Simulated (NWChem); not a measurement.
# C2H2F (SMILES C=[C]F): UB3LYP/6-311+G(d,p), part 1 of 2

What is the vertical ionisation energy of C2H2F at UB3LYP/6-311+G**? 

The calculation is run with NWChem 7.3.0.

**1. The structure to begin with**

C2H2F: 5 atoms, total charge 0, spin state doublet. SMILES: `C=[C]F`. Geometry: relaxed at PBE0-D4/def2-TZVP.

Bond lengths: C1–C2 1.309 Å, C2–F3 1.302 Å, C1–H4 1.087 Å, C1–H5 1.080 Å. Angles: C1–C2–F3 130.3°, C2–C1–H4 120.7°, C2–C1–H5 119.9°, H4–C1–H5 119.4°.

**2. The energy at UB3LYP/6-311+G(d,p)**

Input file mol.xyz:

```xyz
5

C      0.488200    -0.200400     0.008400
C     -0.592700     0.393700     0.447100
F     -1.725600     0.629500    -0.148900
H      0.534700    -0.590400    -1.005400
H      1.345200    -0.306200     0.657500
```

Input file mol.nw:

```
start mol
memory stack 880 mb heap 220 mb global 1100 mb
charge 0
geometry units angstroms noautosym nocenter noautoz
   load mol.xyz
end
basis spherical bse
   * library 6-311+G**
end
dft
   xc b3lyp
   mult 2
   grid fine
   convergence energy 1e-08
   maxiter 100
   mulliken
   noprint "final vectors analysis"
end
task dft energy
```

The run is started by

```
$ nwchem mol.nw > mol.out
```

The program printed:

```text
Northwest Computational Chemistry Package (NWChem) 7.3.0
             --------------------------------------------------------

           Job information
           ---------------

    nwchem branch   = 7.3.0
    use scalapack   = T
    input           = mol.nw
    prefix          = mol.
    data base       = ./mol.db
    status          = startup
    nproc           =        1

           Memory information
           ------------------

    heap     =     28835834 doubles =      220.0 Mbytes
    stack    =    115343359 doubles =      880.0 Mbytes
    global   =    144179200 doubles =     1100.0 Mbytes (distinct from heap & stack)
    total    =    288358393 doubles =     2200.0 Mbytes
    verify   = yes
    hardfail = no

           Directory information
           ---------------------

  0 permanent = .
  0 scratch   = .

                                NWChem Input Module
                                -------------------

 Scaling coordinates for geometry "geometry" by  1.889725989
 (inverse scale =  0.529177249)

                             Geometry "geometry" -> ""
                             -------------------------

 Output coordinates in angstroms (scale by  1.889725989 to convert to a.u.)

  No.       Tag          Charge          X              Y              Z
 ---- ---------------- ---------- -------------- -------------- --------------
    1 C                    6.0000     0.48820000    -0.20040000     0.00840000
    2 C                    6.0000    -0.59270000     0.39370000     0.44710000
    3 F                    9.0000    -1.72560000     0.62950000    -0.14890000
    4 H                    1.0000     0.53470000    -0.59040000    -1.00540000
    5 H                    1.0000     1.34520000    -0.30620000     0.65750000

      Atomic Mass
      -----------

      C                 12.000000
      F                 18.998400
      H                  1.007825

 Effective nuclear repulsion energy (a.u.)      60.9611441547

            Nuclear Dipole moment (a.u.)
            ----------------------------
        X                 Y               Z
 ---------------- ---------------- ----------------
   -26.9805628020    11.2036184685     1.9747636581

            XYZ format geometry
            -------------------
     5
 geometry
 C                     0.48820000    -0.20040000     0.00840000
 C                    -0.59270000     0.39370000     0.44710000
 F                    -1.72560000     0.62950000    -0.14890000
 H                     0.53470000    -0.59040000    -1.00540000
 H                     1.34520000    -0.30620000     0.65750000

 ==============================================================================
                                internuclear distances
 ------------------------------------------------------------------------------
       center one      |      center two      | atomic units |  angstroms
 ------------------------------------------------------------------------------
    2 C                |   1 C                |     2.47385  |     1.30911
    3 F                |   2 C                |     2.45975  |     1.30165
    4 H                |   1 C                |     2.05455  |     1.08722
    5 H                |   1 C                |     2.04141  |     1.08027
 ------------------------------------------------------------------------------
                         number of included internuclear distances:          4
 ==============================================================================

 ==============================================================================
                                 internuclear angles
 ------------------------------------------------------------------------------
        center 1       |       center 2       |       center 3       |  degrees
 ------------------------------------------------------------------------------
    2 C                |   1 C                |   4 H                |   120.70
    2 C                |   1 C                |   5 H                |   119.88
    4 H                |   1 C                |   5 H                |   119.42
    1 C                |   2 C                |   3 F                |   130.35
 ------------------------------------------------------------------------------
                            number of included internuclear angles:          4
 ==============================================================================

 Summary of "ao basis" -> "" (spherical)
 ------------------------------------------------------------------------------
       Tag                 Description            Shells   Functions and Types
 ---------------- ------------------------------  ------  ---------------------
 *                         6-311+G**                  on all atoms

                                 NWChem DFT Module
                                 -----------------

                      Basis "ao basis" -> "ao basis" (spherical)
                      -----
  [basis functions not shown]

 Summary of "ao basis" -> "ao basis" (spherical)
 ------------------------------------------------------------------------------
       Tag                 Description            Shells   Functions and Types
 ---------------- ------------------------------  ------  ---------------------
 C                         6-311+G**                10       22   5s4p1d
 F                         6-311+G**                10       22   5s4p1d
 H                         6-311+G**                 4        6   3s1p

 Summary of "ao basis" -> "ao basis" (spherical)
 ------------------------------------------------------------------------------
       Tag                 Description            Shells   Functions and Types
 ---------------- ------------------------------  ------  ---------------------
 C                         6-311+G**                10       22   5s4p1d
 F                         6-311+G**                10       22   5s4p1d
 H                         6-311+G**                 4        6   3s1p

  Caching 1-el integrals
  itol2e modified to match energy
  convergence criterion.
  tol_rho modified to match energy
  convergence criterion.

            General Information
            -------------------
          SCF calculation type: DFT
          Wavefunction type:  spin polarized.
          No. of atoms     :     5
          No. of electrons :    23
           Alpha electrons :    12
            Beta electrons :    11
          Charge           :     0
          Spin multiplicity:     2
          Use of symmetry is: off; symmetry adaption is: off
          Maximum number of iterations: 100
          AO basis - number of functions:    78
                     number of shells:    38
          Convergence on energy requested:  1.00D-08
          Convergence on density requested:  1.00D-05
          Convergence on gradient requested:  5.00D-04

              XC Information
              --------------
                         B3LYP Method XC Potential
                     Hartree-Fock (Exact) Exchange  0.200
                        Slater Exchange Functional  0.800 local
                    Becke 1988 Exchange Functional  0.720 non-local
              Lee-Yang-Parr Correlation Functional  0.810
                  VWN I RPA Correlation Functional  0.190 local

             Grid Information
             ----------------
          Grid used for XC integration:  fine
          Radial quadrature: Mura-Knowles
          Angular quadrature: Lebedev.
          Tag              B.-S. Rad. Rad. Pts. Rad. Cut. Ang. Pts.
          ---              ---------- --------- --------- ---------
          C                   0.70       70          11.0       590
          F                   0.50       70          11.0       590
          H                   0.35       60          10.0       590
          Grid pruning is: on
          Number of quadrature shells:   330
          Spatial weights used:  Erf1

          Convergence Information
          -----------------------
          Convergence aids based upon iterative change in
          total energy or number of iterations.
          Levelshifting, if invoked, occurs when the
          HOMO/LUMO gap drops below (HL_TOL):  1.00D-02
          DIIS, if invoked, will attempt to extrapolate
          using up to (NFOCK): 10 stored Fock matrices.

                    Damping( 0%)  Levelshifting(0.5)       DIIS
                  --------------- ------------------- ---------------
          dE  on:    start            ASAP                start
          dE off:    2 iters        100 iters           100 iters

      Screening Tolerance Information
      -------------------------------
          Density screening/tol_rho:  1.00D-11
          AO Gaussian exp screening on grid/accAOfunc:  18
          CD Gaussian exp screening on grid/accCDfunc:  20
          XC Gaussian exp screening on grid/accXCfunc:  20
          Schwarz screening/accCoul:  1.00D-09

      Superposition of Atomic Density Guess
      -------------------------------------

 Sum of atomic energies:        -175.74572748

      Non-variational initial energy
      ------------------------------

 Total energy =    -176.879885
 1-e energy   =    -361.383021
 2-e energy   =     123.541992
 HOMO         =      -0.171630
 LUMO         =       0.059122

   Time after variat. SCF:      0.2

     ---------------------------------------------
      Total Density - Mulliken Population Analysis
     ---------------------------------------------

    Atom       Charge   Shell Charges
 -----------   ------   -------------------------------------------------------
    1 C    6     6.48   1.10  0.89  0.62  0.82  1.56  0.49  1.02 -0.11  0.04  0.04
    2 C    6     5.78   1.10  0.89  0.42  0.81  1.09  0.60  0.55  0.17  0.05  0.10
    3 F    9     9.16   1.08  0.92  1.16  1.10  2.46  0.84  1.68 -0.08  0.00  0.00
    4 H    1     0.80   0.23  0.43  0.11  0.03
    5 H    1     0.79   0.23  0.44  0.09  0.03

     --------------------------------------------
      Spin Density - Mulliken Population Analysis
     --------------------------------------------

    Atom       Charge   Shell Charges
 -----------   ------   -------------------------------------------------------
    1 C    6    -0.04   0.00 -0.00  0.02  0.02  0.04 -0.02 -0.01 -0.09 -0.02  0.01
    2 C    6     0.92   0.00 -0.00  0.11  0.05  0.24  0.18  0.16  0.17  0.00  0.00
    3 F    9     0.04   0.00 -0.00  0.03  0.00  0.05 -0.00  0.00 -0.02 -0.02  0.00
    4 H    1     0.08   0.02  0.03  0.03  0.00
    5 H    1     0.00   0.00  0.00 -0.00  0.00
   Time prior to 1st pass:      0.2

 Grid_pts file          = ./mol.gridpts.0
 Record size in doubles =  12289        No. of grid_pts per rec  =   3070
 Max. records in memory =     71        Max. recs in file   = *********

           Memory utilization after 1st SCF pass:
           Heap Space remaining (MW):        0.00                  54
          Stack Space remaining (MW):      115.34           115342532

   convergence    iter        energy       DeltaE   RMS-Dens  Diis-err    time
 ---------------- ----- ----------------- --------- --------- ---------  ------
 d= 0,ls=0.0,diis     1   -177.1275592673 -2.38D+02  1.11D-02  1.95D-01     1.1
                                                     4.03D-03  1.61D-01
 d= 0,ls=0.0,diis     2   -177.1134766385  1.41D-02  4.42D-03  1.94D-01     1.9
                                                     3.21D-03  1.98D-01
 d= 0,ls=0.0,diis     3   -177.1843480327 -7.09D-02  1.97D-03  2.80D-02     2.8
                                                     9.20D-04  2.30D-02
 d= 0,ls=0.0,diis     4   -177.1952775270 -1.09D-02  4.11D-04  8.64D-04     3.6
                                                     2.82D-04  1.17D-03
 d= 0,ls=0.0,diis     5   -177.1957491869 -4.72D-04  1.70D-04  3.19D-04     4.5
                                                     7.88D-05  2.41D-04
  Resetting Diis
 d= 0,ls=0.0,diis     6   -177.1958715984 -1.22D-04  5.10D-05  3.15D-05     5.4
                                                     6.95D-05  4.53D-05
 d= 0,ls=0.0,diis     7   -177.1958995685 -2.80D-05  7.66D-05  6.91D-06     6.2
                                                     2.64D-05  3.01D-06
 d= 0,ls=0.0,diis     8   -177.1959063145 -6.75D-06  2.97D-05  5.12D-06     7.1
                                                     2.30D-05  9.51D-06
 d= 0,ls=0.0,diis     9   -177.1959107173 -4.40D-06  2.34D-05  1.53D-06     7.9
                                                     1.62D-05  4.28D-07
 d= 0,ls=0.0,diis    10   -177.1959132638 -2.55D-06  1.97D-05  2.81D-07     8.8
                                                     2.16D-05  6.52D-07
 d= 0,ls=0.0,diis    11   -177.1959144527 -1.19D-06  3.59D-06  3.47D-08     9.7
                                                     2.44D-06  1.73D-08
 d= 0,ls=0.0,diis    12   -177.1959144818 -2.91D-08  7.29D-07  2.79D-09    10.5
                                                     6.21D-07  4.14D-09
 d= 0,ls=0.0,diis    13   -177.1959144835 -1.75D-09  8.63D-07  2.28D-09    11.3
                                                     3.95D-07  1.58D-09

         Total DFT energy =     -177.195914483529
      One electron energy =     -362.923079546133
           Coulomb energy =      146.763613226617
    Exchange-Corr. energy =      -21.997592318704
 Nuclear repulsion energy =       60.961144154691

 Numeric. integr. density =       23.000000029267

     Total iterative time =     11.1s

     ---------------------------------------------
      Total Density - Mulliken Population Analysis
     ---------------------------------------------

    Atom       Charge   Shell Charges
 -----------   ------   -------------------------------------------------------
    1 C    6     6.31   1.10  0.89  0.66  0.76  1.46  0.46  0.90 -0.02  0.06  0.04
    2 C    6     5.95   1.10  0.88  0.60  0.80  1.32  0.49  0.56  0.04  0.04  0.12
    3 F    9     9.05   1.08  0.92  1.18  1.10  2.34  0.85  1.60 -0.04  0.03  0.01
    4 H    1     0.84   0.27  0.47  0.08  0.03
    5 H    1     0.84   0.27  0.47  0.07  0.03

     --------------------------------------------
      Spin Density - Mulliken Population Analysis
     --------------------------------------------

    Atom       Charge   Shell Charges
 -----------   ------   -------------------------------------------------------
    1 C    6    -0.13   0.00 -0.00 -0.01  0.01 -0.02 -0.02 -0.07 -0.01 -0.01  0.01
    2 C    6     0.98   0.00 -0.00  0.17  0.09  0.34  0.15  0.19  0.04  0.01 -0.00
    3 F    9     0.07  -0.00  0.00  0.04  0.01  0.06 -0.01 -0.01 -0.00 -0.02  0.00
    4 H    1     0.07   0.01  0.03  0.02 -0.00
    5 H    1     0.01   0.00  0.01 -0.00 -0.00

     -------------------------------------------
      Total Density - Lowdin Population Analysis
     -------------------------------------------

    Atom       Charge   Shell Charges
 -----------   ------   -------------------------------------------------------
    1 C    6     6.16   1.05  0.92  0.63  0.49  1.43  0.31  1.01  0.07  0.15  0.09
    2 C    6     5.93   1.05  0.93  0.59  0.56  1.30  0.31  0.78  0.07  0.12  0.24
    3 F    9     9.07   1.03  0.96  1.19  0.96  2.29  0.63  1.53  0.14  0.33  0.01
    4 H    1     0.92   0.27  0.42  0.17  0.07
    5 H    1     0.93   0.27  0.42  0.16  0.07

     ------------------------------------------
      Spin Density - Lowdin Population Analysis
     ------------------------------------------

    Atom       Charge   Shell Charges
 -----------   ------   -------------------------------------------------------
    1 C    6    -0.01   0.00  0.00 -0.01  0.01 -0.02 -0.00 -0.03  0.01  0.00  0.02
    2 C    6     0.83   0.00  0.00  0.18  0.06  0.34  0.05  0.15  0.02  0.00  0.01
    3 F    9     0.13   0.00  0.00  0.04  0.01  0.06 -0.00  0.00  0.01  0.00  0.00
    4 H    1     0.04   0.02  0.02  0.01 -0.00
    5 H    1     0.01   0.01  0.01 -0.00 -0.00

   alpha - beta orbital overlaps
   -----------------------------

   alpha      1      2      3      4      5      6      7      8      9     10
    beta      1      2      3      4      5      6      7      9      8     10
 overlap   1.000  1.000  1.000  1.000  0.997  0.991  0.841  0.841  1.000  0.997

   alpha     11     12     13     14     15     16     17     18     19     20
    beta     11     12     13     14     15     16     17     18     19     20
 overlap   0.996  0.971  0.995  0.980  0.987  0.999  1.000  0.973  0.986  0.998

   alpha     21     22     23     24     25     26     27     28     29     30
    beta     21     22     23     24     25     26     27     28     29     30
 overlap   0.983  0.969  0.980  0.960  0.959  1.000  0.997  0.998  0.995  0.987

   alpha     31     32     33     34     35     36     37     38     39     40
    beta     31     32     33     35     34     36     37     38     39     40
 overlap   0.991  0.989  0.706  0.711  0.989  1.000  0.998  0.995  0.996  0.998

   alpha     41     42     43     44     45     46     47     48     49     50
    beta     41     42     43     44     45     46     47     48     49     50
 overlap   0.994  0.986  0.988  0.983  0.988  0.993  0.999  0.994  1.000  0.999

   alpha     51     52     53     54     55     56     57     58     59     60
    beta     51     52     53     54     55     56     57     58     59     60
 overlap   0.997  0.999  0.997  0.970  0.969  0.998  0.999  0.999  0.997  0.980

   alpha     61     62     63     64     65     66     67     68     69     70
    beta     61     62     63     64     65     66     67     68     69     70
 overlap   0.998  0.980  0.998  0.997  0.999  1.000  1.000  1.000  1.000  1.000

   alpha     71     72     73     74     75     76     77     78
    beta     71     72     73     74     75     76     77     78
 overlap   1.000  1.000  1.000  1.000  1.000  1.000  1.000  1.000

     --------------------------
     Expectation value of S2:
     --------------------------
      <S2> =      0.7595 (Exact =     0.7500)

 center of mass
 --------------
 x =  -1.34939018 y =   0.56151327 z =   0.09598978

 moments of inertia (a.u.)
 ------------------
          37.499564453000          56.400587787058         -13.331000736495
          56.400587787058         167.717776070502          -0.097226162264
         -13.331000736495          -0.097226162264         175.512312384320

     Multipole analysis of the density
     ---------------------------------

     L   x y z        total         alpha         beta         nuclear
     -   - - -        -----         -----         ----         -------
     0   0 0 0     -0.000000    -12.000000    -11.000000     23.000000

     1   1 0 0      0.384126     14.367546     12.997144    -26.980563
     1   0 1 0     -0.188178     -6.200926     -5.190871     11.203618
     1   0 0 1     -0.093313     -1.682644     -0.385432      1.974764

     2   2 0 0    -13.309844    -66.073197    -63.055264    115.818617
     2   1 1 0     -0.170187     22.986170     21.450027    -44.606384
     2   1 0 1      0.125863     -1.056485     -2.724347      3.906696
     2   0 2 0    -13.607568    -17.000559    -15.104129     18.497120
     2   0 1 1      0.427691     -1.714499      0.018449      2.123741
     2   0 0 2    -12.533515    -13.150714     -9.533517     10.150715

 Task  times  cpu:       11.3s     wall:       11.3s
 Total times  cpu:       11.4s     wall:       11.4s
```

It took 13 s on 1 thread of AMD EPYC 7R13 (Zen 3), shared host; peak memory 0.11 GiB.

(Continued in part 2 of 2.)
